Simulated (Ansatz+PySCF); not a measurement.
# doublet H2O(+): levels of theory in one basis

```xyz
3

O     0.0000    0.4045    0.0000
H     0.0000   -0.2022   -0.8666
H     0.0000   -0.2022    0.8666
```

Basis set: cc-pVTZ (spherical functions). Frozen core: 1 orbital. Correlation on ROHF uses semicanonical orbitals with singles. Charge 1, multiplicity 2.

Computed with Ansatz (development build ahead of 0.2.0); each method stands on the lowest determinant of its kind that the runs found.

```tsv
method	E − E(ROHF) (eV)	<S²> of the determinant
ROHF	0.00	0.75
UHF	-0.15	0.76
ROHF-MP2	-5.65	–
UHF-MP2	-5.64	0.76
```

Q: What does ROHF-CCSD(T) give on the same scale?

A: -6.21 eV.
